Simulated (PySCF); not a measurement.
# [NO2]+ (SMILES O=[N+]=O) at 6 levels

We compute a comparison of 6 runs (B2PLYP/STO-6G, PBE/STO-6G, PBE0/STO-6G, wB97X-V/STO-6G, UMP2/STO-6G, CCSDTQ/STO-6G) of [NO2]+. The job is set up through a Python script.

The results are computed with PySCF 2.14.0.

8 further runs of the same task are left out: 2 that didn't finish, 6 set aside as unsound or not needed.

### Step 1. The molecule

[NO2]+: 3 atoms, total charge +1, spin state singlet. As SMILES, `O=[N+]=O`. The O1–N2 distance was set to 1.665 Å, away from the relaxed value.

Bond lengths: N2–O3 1.110 Å. A long bond or contact: O1–N2 1.665 Å.

### Step 2. The energy at B2PLYP/STO-6G (run 1)

start.xyz reads:

```xyz
3
NO2
O     -0.859484     1.390565    -0.314377
N     -0.000010    -0.000010     0.000000
O      0.572990    -0.927010     0.209580
```

input.py reads:

```python
from pyscf import gto, dft, mp

mol = gto.M(
    atom='start.xyz',
    basis='sto-6g',
    verbose=3,
    max_memory=1860,
    spin=0,
    charge=1,
)

mf = dft.RKS(mol)
mf.xc = '0.53*HF + 0.47*B88, 0.73*LYP'
mf.conv_tol = 1e-10
mf.grids.level = 5
mf.kernel()
if not mf.converged:
    mf = mf.newton().run(mf.mo_coeff, mf.mo_occ)

pt = mp.MP2(mf, frozen=3).run()
energy = mf.e_tot + 0.27 * pt.e_corr
print('PT2 part  %.8f' % (0.27 * pt.e_corr))
print('Final energy', energy)
```

Command:

```console
$ OMP_NUM_THREADS=1 python input.py
```

The program printed:

```text
converged SCF energy = -203.447027094782
E(RMP2) = -203.845263644507  E_corr = -0.398236549725355
E(SCS-RMP2) = -203.829273705542  E_corr = -0.382246610760131
PT2 part  -0.10752387
Final energy -203.55455096320753
```

It took 2.2 s on 1 thread of AMD EPYC 9R45 (Zen 5), shared host; peak memory 0.18 GiB.

### Step 3. A single-point energy at PBE/STO-6G (run 2)

calc.py reads:

```python
from pyscf import gto, dft

mol = gto.Mole()
mol.atom = 'O -0.859484 1.390565 -0.314377; N -0.000010 -0.000010 -0.000000; O 0.572990 -0.927010 0.209580'
mol.max_memory = 1860
mol.spin = 0
mol.charge = 1
mol.verbose = 4
mol.basis = 'sto-6g'
mol.build()

mf = dft.RKS(mol)
mf.xc = 'pbe'
mf.grids.level = 5
mf.conv_tol = 1e-10
mf.kernel()
if not mf.converged:
    mf = mf.newton().run(mf.mo_coeff, mf.mo_occ)

e_tot = mf.e_tot
print('E(%s) = %.9f' % ('PBE', e_tot))
```

Command:

```console
$ OMP_NUM_THREADS=1 python calc.py
```

The program printed:

```text
PySCF version 2.14.0

[... 93 lines left out ...]
SCF not converged.
SCF energy = -202.140410793951
[... 59 lines left out ...]
converged SCF energy = -203.620890183416
E(PBE) = -203.620890183
```

Run time: 9.3 s. Hardware: 1 thread of AMD EPYC 9R45 (Zen 5), shared host; peak memory 0.21 GiB.

Runs 3 to 5 aren't shown in full; the table further down has their settings and results.

### Step 4. The energy at CCSDTQ/STO-6G (run 6)

calc.py reads:

```python
from pyscf import gto, scf, cc

mol = gto.M(
    atom='''
O   -0.859484   1.390565  -0.314377
N   -0.000010  -0.000010   0.000000
O    0.572990  -0.927010   0.209580
''',
    verbose=3,
    charge=1,
    basis='sto-6g',
    max_memory=1860,
)

calc0 = scf.RHF(mol)
calc0.conv_tol = 1e-10
calc0.kernel()
if not calc0.converged:
    calc0 = calc0.newton().run(calc0.mo_coeff, calc0.mo_occ)

mycc = cc.CCSDTQ(calc0, frozen=3)
mycc.kernel()
e_final = mycc.e_tot
print('Final energy', e_final)
```

Command:

```console
$ OMP_NUM_THREADS=1 python calc.py
```

The program printed:

```text
converged SCF energy = -202.808167554302
_make_eris_incore_RCCSDTQ
RCCSDTQ converged
E(RCCSDTQ) = -203.0910923021784   E_corr = -0.2829247478766104
E_corr(same-spin) = -0.0671022836928459
E_corr(oppo-spin) = -0.215822464183765
Final energy -203.09109230217837
```

It took 14 s on 1 thread of AMD EPYC 9R45 (Zen 5), shared host; peak memory 0.12 GiB.

### Step 5. Overview of the runs

```
run           level  frozen core orbitals  nlc grid  energy (Eh)  HOMO energy (eV)  LUMO energy (eV)  HOMO–LUMO gap (eV)  wall time
  1   B2PLYP/STO-6G                     3         –  -203.554551            -17.84            -10.60                7.24      2.2 s
  2      PBE/STO-6G                     –         –  -203.620890            -15.48            -13.76                1.72      9.3 s
  3     PBE0/STO-6G                     –         –  -203.588513            -16.74            -12.04                4.70      2.4 s
  4  wB97X-V/STO-6G                     –         1  -203.732213            -18.79             -9.54                9.25       12 s
  5     UMP2/STO-6G                     3         –  -203.022497            -19.18             -7.51               11.68     0.64 s
  6   CCSDTQ/STO-6G                     3         –  -203.091092            -19.86             -7.89               11.97       14 s
```

### Step 6. Results

| quantity | value |
| --- | --- |
| run 6: total energy | -203.09109 Eh |
| run 6: HOMO energy (Hartree–Fock orbitals) | -19.86 eV |
| run 6: LUMO energy (Hartree–Fock orbitals) | -7.89 eV |
| run 6: HOMO–LUMO gap (Hartree–Fock orbitals) | 11.97 eV |
| run 6: correlation energy (3 core orbitals frozen) | -282.9 mEh |
| run 6: T1 diagnostic | 0.089 |

Over runs 1, 2, 3, 4 the HOMO–LUMO gap runs from 1.72 eV (PBE/STO-6G) to 9.25 eV (wB97X-V/STO-6G). Totals of different functionals can't be ranked against each other. In runs 1, 2, 3, 4, 5, 6 the basis is minimal, so the values are rough. Spin contamination of the reference: run 5 ⟨S²⟩ = 1.03. Where it is this large, the reference is a mixture of spin states, and values that rest on it are in doubt. All runs together took 40 s, the longest 14 s.
